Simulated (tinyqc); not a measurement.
Worked calculation: CCD on RHF in the sto-6g basis, frozen core, for H2F+, spin multiplicity 1. Computed by tinyqc, a small Python program that keeps every step (integrals from PySCF). Settings: charge = 1, multiplicity = 1, basis = sto-6g, method = RHF, frozen orbitals = 1, energy threshold = 1e-10, iteration cap = 54, orthogonalisation = canonical, start = atomic densities, DIIS depth = 6, amplitude equations = CCD, DIIS depth for amplitudes = 0, cap on updates = 56. Command: `OMP_NUM_THREADS=1 python tinyqc.py 24900 24901 out.jsonl` (the two numbers bound the seeds that draw the settings). One thread of a shared host (Intel(R) Xeon(R) Processor @ 2.60GHz), about 0.3 s of CPU time with the checks. The early iterations of the SCF are left out here.

## One-electron integrals

Geometry (angstrom):
```
atom        x         y        z
F     0.00000   0.00000  0.00000
H     0.00000   0.75400  0.62800
H     0.00000  -0.75400  0.62800
```

Basis sto-6g: exponents (1/bohr^2) and contraction coefficients of normalised primitives:
```
element  l (shell)    exponent  coefficient
F            s (1)  1728.62657      0.00916
F            s (1)   316.94179      0.04936
F            s (1)    88.66889      0.16854
F            s (1)    30.46016      0.37056
F            s (1)    11.82857      0.41649
F            s (1)     4.87166      0.13033
F            s (2)    67.03228     -0.01325
F            s (2)    13.26744     -0.04699
F            s (2)     4.12351     -0.03379
F            s (2)     1.58646      0.25024
F            s (2)     0.68900      0.59512
F            s (2)     0.31582      0.24071
F            p (3)    67.03228      0.00376
F            p (3)    13.26744      0.03768
F            p (3)     4.12351      0.17390
F            p (3)     1.58646      0.41804
F            p (3)     0.68900      0.42586
F            p (3)     0.31582      0.10171
H            s (1)    35.52322      0.00916
H            s (1)     6.51314      0.04936
H            s (1)     1.82214      0.16854
H            s (1)     0.62596      0.37056
H            s (1)     0.24308      0.41649
H            s (1)     0.10011      0.13033
```

Overlap, kinetic and nuclear-attraction integrals over the contracted functions; the nuclear repulsion is the sum of Za Zb / Rab.

nuclear repulsion = 10.0578689 hartree

overlap S, order 1F 1s, 1F 2s, 1F 2px, 1F 2py, 1F 2pz, 2H 1s, 3H 1s:
```
[[1.00000, 0.23248, 0.00000, 0.00000, 0.00000, 0.04368, 0.04368],
 [0.23248, 1.00000, 0.00000, 0.00000, 0.00000, 0.40990, 0.40990],
 [0.00000, 0.00000, 1.00000, 0.00000, 0.00000, 0.00000, 0.00000],
 [0.00000, 0.00000, 0.00000, 1.00000, 0.00000, 0.24999, -0.24999],
 [0.00000, 0.00000, 0.00000, 0.00000, 1.00000, 0.20822, 0.20822],
 [0.04368, 0.40990, 0.00000, 0.24999, 0.20822, 1.00000, 0.25391],
 [0.04368, 0.40990, 0.00000, -0.24999, 0.20822, 0.25391, 1.00000]]
```

kinetic energy T (hartree), order 1F 1s, 1F 2s, 1F 2px, 1F 2py, 1F 2pz, 2H 1s, 3H 1s:
```
[[37.39773, -1.14335, 0.00000, 0.00000, 0.00000, -0.00299, -0.00299],
 [-1.14335, 1.08230, 0.00000, 0.00000, 0.00000, 0.09575, 0.09575],
 [0.00000, 0.00000, 3.25133, 0.00000, 0.00000, 0.00000, 0.00000],
 [0.00000, 0.00000, 0.00000, 3.25133, 0.00000, 0.17025, -0.17025],
 [0.00000, 0.00000, 0.00000, 0.00000, 3.25133, 0.14180, 0.14180],
 [-0.00299, 0.09575, 0.00000, 0.17025, 0.14180, 0.76852, 0.00836],
 [-0.00299, 0.09575, 0.00000, -0.17025, 0.14180, 0.00836, 0.76852]]
```

nuclear attraction V (hartree), order 1F 1s, 1F 2s, 1F 2px, 1F 2py, 1F 2pz, 2H 1s, 3H 1s:
```
[[-78.90100, -8.11645, 0.00000, 0.00000, -0.01780, -1.74766, -1.74766],
 [-8.11645, -12.54845, 0.00000, 0.00000, -0.20441, -3.93588, -3.93588],
 [0.00000, 0.00000, -12.48155, 0.00000, 0.00000, 0.00000, 0.00000],
 [0.00000, 0.00000, 0.00000, -12.59914, 0.00000, -2.09422, 2.09422],
 [-0.01780, -0.20441, 0.00000, 0.00000, -12.56312, -1.81035, -1.81035],
 [-1.74766, -3.93588, 0.00000, -2.09422, -1.81035, -6.28147, -1.75456],
 [-1.74766, -3.93588, 0.00000, 2.09422, -1.81035, -1.75456, -6.28147]]
```

core Hamiltonian H = T + V (hartree), order 1F 1s, 1F 2s, 1F 2px, 1F 2py, 1F 2pz, 2H 1s, 3H 1s:
```
[[-41.50327, -9.25980, 0.00000, 0.00000, -0.01780, -1.75065, -1.75065],
 [-9.25980, -11.46616, 0.00000, 0.00000, -0.20441, -3.84014, -3.84014],
 [0.00000, 0.00000, -9.23022, 0.00000, 0.00000, 0.00000, 0.00000],
 [0.00000, 0.00000, 0.00000, -9.34782, 0.00000, -1.92397, 1.92397],
 [-0.01780, -0.20441, 0.00000, 0.00000, -9.31180, -1.66855, -1.66855],
 [-1.75065, -3.84014, 0.00000, -1.92397, -1.66855, -5.51295, -1.74621],
 [-1.75065, -3.84014, 0.00000, 1.92397, -1.66855, -1.74621, -5.51295]]
```

## Two-electron integrals

Functions are numbered as in S; the eight-fold symmetry (ij|kl) = (ji|kl) = (kl|ij) leaves the list below.

Two-electron integrals (ij|kl) in chemists' order, unique and non-zero (hartree):
```
(11|11) 5.40624    (21|11) 0.76813    (21|21) 0.13891    (22|11) 1.26627
(22|21) 0.28399    (22|22) 0.92637    (31|31) 0.02945    (32|31) 0.04468
(32|32) 0.20475    (33|11) 1.26627    (33|21) 0.28399    (33|22) 0.92637
(33|33) 0.99808    (41|41) 0.02945    (42|41) 0.04468    (42|42) 0.20475
(43|43) 0.05379    (44|11) 1.26627    (44|21) 0.28399    (44|22) 0.92637
(44|33) 0.89051    (44|44) 0.99808    (51|51) 0.02945    (52|51) 0.04468
(52|52) 0.20475    (53|53) 0.05379    (54|54) 0.05379    (55|11) 1.26627
(55|21) 0.28399    (55|22) 0.92637    (55|33) 0.89051    (55|44) 0.89051
(55|55) 0.99808    (61|11) 0.15395    (61|21) 0.02668    (61|22) 0.05334
(61|33) 0.05325    (61|41) 0.00089    (61|42) 0.00173    (61|44) 0.05341
(61|51) 0.00074    (61|52) 0.00144    (61|54) 0.00014    (61|55) 0.05336
(61|61) 0.00521    (62|11) 0.37711    (62|21) 0.08579    (62|22) 0.31066
(62|33) 0.30632    (62|41) 0.00476    (62|42) 0.03539    (62|44) 0.31401
(62|51) 0.00397    (62|52) 0.02948    (62|54) 0.00640    (62|55) 0.31166
(62|61) 0.01647    (62|62) 0.12706    (63|31) 0.00969    (63|32) 0.05492
(63|43) 0.00744    (63|53) 0.00620    (63|63) 0.01898    (64|11) 0.19256
(64|21) 0.04444    (64|22) 0.17206    (64|33) 0.16466    (64|41) 0.01187
(64|42) 0.07366    (64|44) 0.18386    (64|51) 0.00182    (64|52) 0.01561
(64|54) 0.00979    (64|55) 0.16765    (64|61) 0.00892    (64|62) 0.08637
(64|64) 0.07734    (65|11) 0.16038    (65|21) 0.03701    (65|22) 0.14330
(65|33) 0.13714    (65|41) 0.00182    (65|42) 0.01561    (65|44) 0.14074
(65|51) 0.01120    (65|52) 0.06792    (65|54) 0.01043    (65|55) 0.15203
(65|61) 0.00743    (65|62) 0.07194    (65|64) 0.04861    (65|65) 0.05947
(66|11) 0.52085    (66|21) 0.12071    (66|22) 0.50149    (66|33) 0.48425
(66|41) 0.00878    (66|42) 0.09001    (66|44) 0.51478    (66|51) 0.00731
(66|52) 0.07497    (66|54) 0.02543    (66|55) 0.50543    (66|61) 0.02337
(66|62) 0.26016    (66|64) 0.20525    (66|65) 0.17095    (66|66) 0.77500
(71|11) 0.15395    (71|21) 0.02668    (71|22) 0.05334    (71|33) 0.05325
(71|41) -0.00089   (71|42) -0.00173   (71|44) 0.05341    (71|51) 0.00074
(71|52) 0.00144    (71|54) -0.00014   (71|55) 0.05336    (71|61) 0.00515
(71|62) 0.01605    (71|64) 0.00792    (71|65) 0.00724    (71|66) 0.02254
(71|71) 0.00521    (72|11) 0.37711    (72|21) 0.08579    (72|22) 0.31066
(72|33) 0.30632    (72|41) -0.00476   (72|42) -0.03539   (72|44) 0.31401
(72|51) 0.00397    (72|52) 0.02948    (72|54) -0.00640   (72|55) 0.31166
(72|61) 0.01605    (72|62) 0.10692    (72|64) 0.04948    (72|65) 0.05888
(72|66) 0.18262    (72|71) 0.01647    (72|72) 0.12706    (73|31) 0.00969
(73|32) 0.05492    (73|43) -0.00744   (73|53) 0.00620    (73|63) 0.01559
(73|73) 0.01898    (74|11) -0.19256   (74|21) -0.04444   (74|22) -0.17206
(74|33) -0.16466   (74|41) 0.01187    (74|42) 0.07366    (74|44) -0.18386
(74|51) -0.00182   (74|52) -0.01561   (74|54) 0.00979    (74|55) -0.16765
(74|61) -0.00792   (74|62) -0.04948   (74|64) -0.00755   (74|65) -0.02664
(74|66) -0.07424   (74|71) -0.00892   (74|72) -0.08637   (74|74) 0.07734
(75|11) 0.16038    (75|21) 0.03701    (75|22) 0.14330    (75|33) 0.13714
(75|41) -0.00182   (75|42) -0.01561   (75|44) 0.14074    (75|51) 0.01120
(75|52) 0.06792    (75|54) -0.01043   (75|55) 0.15203    (75|61) 0.00724
(75|62) 0.05888    (75|64) 0.02664    (75|65) 0.04761    (75|66) 0.11175
(75|71) 0.00743    (75|72) 0.07194    (75|74) -0.04861   (75|75) 0.05947
(76|11) 0.15796    (76|21) 0.03637    (76|22) 0.14461    (76|33) 0.14164
(76|44) 0.14393    (76|51) 0.00262    (76|52) 0.02387    (76|55) 0.14825
(76|61) 0.00693    (76|62) 0.06079    (76|64) 0.03578    (76|65) 0.03925
(76|66) 0.13566    (76|71) 0.00693    (76|72) 0.06079    (76|74) -0.03578
(76|75) 0.03925    (76|76) 0.03649    (77|11) 0.52085    (77|21) 0.12071
(77|22) 0.50149    (77|33) 0.48425    (77|41) -0.00878   (77|42) -0.09001
(77|44) 0.51478    (77|51) 0.00731    (77|52) 0.07497    (77|54) -0.02543
(77|55) 0.50543    (77|61) 0.02254    (77|62) 0.18262    (77|64) 0.07424
(77|65) 0.11175    (77|66) 0.34416    (77|71) 0.02337    (77|72) 0.26016
(77|74) -0.20525   (77|75) 0.17095    (77|76) 0.13566    (77|77) 0.77500
```

## Orthogonalisation

S = U s U^T; canonical form X = U s^(-1/2), so that X^T S X = 1. Each column of U has its largest component positive (the first on a tie).

eigenvalues of S: [0.43647, 0.49740, 0.89371, 1.00000, 1.09433, 1.24869, 1.82940]

X, order 1F 1s, 1F 2s, 1F 2px, 1F 2py, 1F 2pz, 2H 1s, 3H 1s:
```
[[-0.34181, 0.00000, 0.72987, 0.00000, -0.62368, 0.00000, 0.16071],
 [1.06796, 0.00000, -0.26904, 0.00000, -0.30628, 0.00000, 0.42783],
 [0.00000, 0.00000, 0.00000, 1.00000, 0.00000, 0.00000, 0.00000],
 [0.00000, -0.81578, 0.00000, 0.00000, 0.00000, 0.73195, 0.00000],
 [0.47087, 0.00000, 0.67425, 0.00000, 0.62522, 0.00000, 0.19444],
 [-0.63719, 0.82005, -0.17210, 0.00000, 0.14162, 0.36407, 0.38727],
 [-0.63719, -0.82005, -0.17210, 0.00000, 0.14162, -0.36407, 0.38727]]
```

## Iteration 8 (converged): orbitals

converged F (hartree), order 1F 1s, 1F 2s, 1F 2px, 1F 2py, 1F 2pz, 2H 1s, 3H 1s:
```
[[-26.97958, -6.53361, 0.00000, 0.00000, -0.02508, -1.23662, -1.23662],
 [-6.53361, -3.52841, 0.00000, 0.00000, -0.14020, -1.24542, -1.24542],
 [0.00000, 0.00000, -1.06630, 0.00000, 0.00000, 0.00000, 0.00000],
 [0.00000, 0.00000, 0.00000, -1.01405, 0.00000, -0.51036, 0.51036],
 [-0.02508, -0.14020, 0.00000, 0.00000, -1.04294, -0.48656, -0.48656],
 [-1.23662, -1.24542, 0.00000, -0.51036, -0.48656, -0.90199, -0.47735],
 [-1.23662, -1.24542, 0.00000, 0.51036, -0.48656, -0.47735, -0.90199]]
```

Diagonalise F' = X^T F X, C = X C', fill 5 alpha and 5 beta electrons from the bottom; D = 2 C_occ C_occ^T. Each column has its largest component positive (the first on a tie).

F' = X^T F X (hartree):
```
[[-0.99397, 0.00000, 2.86371, 0.00000, -2.45148, 0.00000, 0.40423],
 [0.00000, 0.11971, 0.00000, 0.00000, 0.00000, 0.04243, 0.00000],
 [2.86371, 0.00000, -11.97492, 0.00000, 11.48829, 0.00000, -4.91767],
 [0.00000, 0.00000, 0.00000, -1.06630, 0.00000, 0.00000, 0.00000],
 [-2.45148, 0.00000, 11.48829, 0.00000, -13.23069, 0.00000, 5.34789],
 [0.00000, 0.04243, 0.00000, 0.00000, 0.00000, -1.19984, 0.00000],
 [0.40423, 0.00000, -4.91767, 0.00000, 5.34789, 0.00000, -3.99891]]
```

orbital energies (hartree): [-26.98279, -2.09570, -1.20120, -1.11474, -1.06630, -0.00525, 0.12107]

coefficients C, order 1F 1s, 1F 2s, 1F 2px, 1F 2py, 1F 2pz, 2H 1s, 3H 1s:
```
[[0.99709, -0.23631, 0.00000, 0.06982, 0.00000, 0.09720, 0.00000],
 [0.01321, 0.94177, 0.00000, -0.37441, 0.00000, -0.68005, 0.00000],
 [0.00000, 0.00000, 0.00000, 0.00000, 1.00000, 0.00000, 0.00000],
 [0.00000, 0.00000, 0.75776, 0.00000, 0.00000, 0.00000, -0.79186],
 [0.00204, 0.12740, 0.00000, 0.85014, 0.00000, -0.60503, 0.00000],
 [-0.00253, 0.07985, 0.33756, 0.21966, 0.00000, 0.74232, 0.83131],
 [-0.00253, 0.07985, -0.33756, 0.21966, 0.00000, 0.74232, -0.83131]]
```

D after iteration 8, order 1F 1s, 1F 2s, 1F 2px, 1F 2py, 1F 2pz, 2H 1s, 3H 1s:
```
[[2.10980, -0.47105, 0.00000, 0.00000, 0.06257, -0.01211, -0.01211],
 [-0.47105, 2.05459, 0.00000, 0.00000, -0.39657, -0.01415, -0.01415],
 [0.00000, 0.00000, 2.00000, 0.00000, 0.00000, 0.00000, 0.00000],
 [0.00000, 0.00000, 0.00000, 1.14839, 0.00000, 0.51157, -0.51157],
 [0.06257, -0.39657, 0.00000, 0.00000, 1.47794, 0.39381, 0.39381],
 [-0.01211, -0.01415, 0.00000, 0.51157, 0.39381, 0.33715, -0.11863],
 [-0.01211, -0.01415, 0.00000, -0.51157, 0.39381, -0.11863, 0.33715]]
```

## Convergence

Stop when the energy changes by less than 1e-10 hartree and every element of the error matrix X^T (F D S - S D F) X is below 3e-06.

Course of the cycle:
```
iteration  E (hartree)     change  largest element of the error matrix
1          -95.0229960          -                             1.42e+00
2          -99.6833297  -4.66e+00                             4.09e-01
3          -99.7834887  -1.00e-01                             2.70e-02
4          -99.7840169  -5.28e-04                             7.83e-03
5          -99.7840423  -2.54e-05                             2.67e-04
6          -99.7840424  -1.09e-07                             4.14e-05
7          -99.7840424  -2.66e-09                             1.51e-06
8          -99.7840424  -2.05e-12                             5.21e-09
```

PySCF RHF in the same basis = -99.7840424 hartree

Converged in 8 iterations.

## Integrals over molecular orbitals

(pq|rs) = sum C_ip C_jq C_kr C_ls (ij|kl), one index at a time.

one-electron integrals over orbitals h = C^T H C (hartree):
```
[[-41.48969, 0.69765, 0.00000, -0.19988, 0.00000, -0.29043, 0.00000],
 [0.69765, -9.74846, 0.00000, 0.36910, 0.00000, 1.43022, 0.00000],
 [0.00000, 0.00000, -8.19438, 0.00000, 0.00000, 0.00000, 2.09966],
 [-0.19988, 0.36910, 0.00000, -8.71842, 0.00000, 1.43216, 0.00000],
 [0.00000, 0.00000, 0.00000, 0.00000, -9.23022, 0.00000, 0.00000],
 [-0.29043, 1.43022, 0.00000, 1.43216, 0.00000, -5.79912, 0.00000],
 [0.00000, 0.00000, 2.09966, 0.00000, 0.00000, 0.00000, -6.00167]]
```

Two-electron integrals over orbitals (pq|rs), unique and non-zero (hartree); the lowest 1 orbital is frozen and left out:
```
(22|22) 0.86749    (32|32) 0.16001    (33|22) 0.77110    (33|33) 0.75193
(42|22) 0.00726    (42|33) -0.00831   (42|42) 0.15489    (43|32) 0.00255
(43|43) 0.05026    (44|22) 0.80689    (44|33) 0.71901    (44|42) -0.09352
(44|44) 0.88404    (52|52) 0.18071    (53|53) 0.03927    (54|52) -0.03903
(54|54) 0.05588    (55|22) 0.88208    (55|33) 0.75787    (55|42) -0.05555
(55|44) 0.83012    (55|55) 0.99808    (62|22) -0.15464   (62|33) -0.09937
(62|42) -0.04070   (62|44) -0.09891   (62|55) -0.15533   (62|62) 0.08437
(63|32) 0.01832    (63|43) 0.01555    (63|63) 0.05942    (64|22) -0.14198
(64|33) -0.08964   (64|42) 0.02220    (64|44) -0.15376   (64|55) -0.15064
(64|62) 0.06140    (64|64) 0.08019    (65|52) -0.05245   (65|54) -0.00715
(65|65) 0.02762    (66|22) 0.60005    (66|33) 0.57063    (66|42) 0.06982
(66|44) 0.55421    (66|55) 0.56904    (66|62) -0.06658   (66|64) -0.03220
(66|66) 0.56264    (72|32) -0.06006   (72|43) 0.02755    (72|63) 0.02853
(72|72) 0.05333    (73|22) -0.19473   (73|33) -0.16147   (73|42) 0.06575
(73|44) -0.19039   (73|55) -0.22263   (73|62) 0.07069    (73|64) 0.08923
(73|66) -0.02184   (73|73) 0.15881    (74|32) 0.06258    (74|43) -0.00741
(74|63) 0.04039    (74|72) -0.01017   (74|74) 0.05381    (75|53) -0.02498
(75|75) 0.01882    (76|32) 0.09146    (76|43) 0.04616    (76|63) 0.07131
(76|72) 0.01130    (76|74) 0.06384    (76|76) 0.15168    (77|22) 0.61630
(77|33) 0.61921    (77|42) 0.01388    (77|44) 0.58980    (77|55) 0.59836
(77|62) -0.04703   (77|64) -0.02643   (77|66) 0.55239    (77|73) -0.05707
(77|77) 0.58603
```

## CCD: starting amplitudes

t_ij^ab = <ij||ab> / (e_i + e_j - e_a - e_b), whose energy is MP2.

Starting amplitudes (spin orbitals 1a, 1b, ...; amplitudes related by a flip of all spins are not repeated):
```
from      to         t
3a 3b  7a 7b  -0.06005
3a 4b  6b 7a   0.03669
4a 4b  6a 6b  -0.03614
3a 3b  6a 6b  -0.02484
4a 4b  7a 7b  -0.02177
2a 3b  6a 7b  -0.02072
2a 2b  6a 6b  -0.02018
3a 4a  6a 7a   0.02008
2a 4b  6a 6b  -0.01919
3a 4b  6a 7b  -0.01661
5a 5b  6a 6b  -0.01301
2a 3a  6a 7a  -0.01236
2a 2b  7a 7b  -0.01203
2a 3b  6b 7a   0.00836
5a 5b  7a 7b  -0.00793
2a 4b  7a 7b   0.00295
```

correlation energy = -0.0346505 hartree

## CCD: amplitude update 1

t_ij^ab D_ij^ab are set to the remaining terms of the spin-orbital equations, evaluated with the old amplitudes; for the doubles these are <ij||ab> + 1/2 <ab||ef> t_ij^ef + 1/2 <mn||ij> t_mn^ab + P(ij)P(ab) <mb||ej> t_im^ae + terms in t^2, D the orbital-energy denominators.

Amplitudes after update 1 (spin orbitals 1a, 1b, ...; amplitudes related by a flip of all spins are not repeated):
```
from      to         t
3a 3b  7a 7b  -0.07383
3a 4b  6b 7a   0.04466
4a 4b  6a 6b  -0.04271
3a 3b  6a 6b  -0.03176
4a 4b  7a 7b  -0.02592
2a 4b  6a 6b  -0.02524
2a 3b  6a 7b  -0.02521
3a 4b  6a 7b  -0.02371
2a 2b  6a 6b  -0.02149
3a 4a  6a 7a   0.02095
5a 5b  6a 6b  -0.01395
2a 3b  6b 7a   0.01270
2a 3a  6a 7a  -0.01250
2a 2b  7a 7b  -0.01171
5a 5b  7a 7b  -0.00710
2a 4b  7a 7b   0.00153
```

correlation energy = -0.0417940 hartree

## CCD: amplitude update 2

As before.

Amplitudes after update 2 (spin orbitals 1a, 1b, ...; amplitudes related by a flip of all spins are not repeated):
```
from      to         t
3a 3b  7a 7b  -0.07773
3a 4b  6b 7a   0.04656
4a 4b  6a 6b  -0.04473
3a 3b  6a 6b  -0.03390
4a 4b  7a 7b  -0.02703
2a 4b  6a 6b  -0.02691
3a 4b  6a 7b  -0.02660
2a 3b  6a 7b  -0.02612
2a 2b  6a 6b  -0.02163
3a 4a  6a 7a   0.01996
2a 3b  6b 7a   0.01430
5a 5b  6a 6b  -0.01407
2a 3a  6a 7a  -0.01182
2a 2b  7a 7b  -0.01132
5a 5b  7a 7b  -0.00652
2a 4b  7a 7b   0.00092
```

correlation energy = -0.0435756 hartree

## CCD: convergence

E_corr = 1/4 sum <ij||ab> t_ij^ab; stop when the norm of the change is below 1e-8.

Course of the amplitude iterations:
```
update  correlation energy (hartree)  norm of the change
0                         -0.0346505                   -
1                         -0.0417940            5.24e-02
2                         -0.0435756            1.62e-02
3                         -0.0440949            5.79e-03
4                         -0.0442641            2.22e-03
5                         -0.0443234            8.89e-04
6                         -0.0443451            3.70e-04
7                         -0.0443534            1.59e-04
8                         -0.0443565            7.03e-05
9                         -0.0443578            3.16e-05
10                        -0.0443583            1.44e-05
11                        -0.0443585            6.59e-06
12                        -0.0443586            3.03e-06
13                        -0.0443586            1.40e-06
14                        -0.0443587            6.48e-07
15                        -0.0443587            3.00e-07
16                        -0.0443587            1.39e-07
17                        -0.0443587            6.42e-08
18                        -0.0443587            2.97e-08
19                        -0.0443587            1.38e-08
20                        -0.0443587            6.38e-09
```

Converged amplitudes (spin orbitals 1a, 1b, ...; amplitudes related by a flip of all spins are not repeated):
```
from      to         t
3a 3b  7a 7b  -0.07985
3a 4b  6b 7a   0.04722
4a 4b  6a 6b  -0.04612
3a 3b  6a 6b  -0.03462
3a 4b  6a 7b  -0.02847
2a 4b  6a 6b  -0.02778
4a 4b  7a 7b  -0.02731
2a 3b  6a 7b  -0.02640
2a 2b  6a 6b  -0.02169
3a 4a  6a 7a   0.01875
2a 3b  6b 7a   0.01522
5a 5b  6a 6b  -0.01411
2a 3a  6a 7a  -0.01118
2a 2b  7a 7b  -0.01107
5a 5b  7a 7b  -0.00616
2a 4b  7a 7b   0.00067
```

CCD total energy = -99.8284011 hartree

Converged in 20 updates.
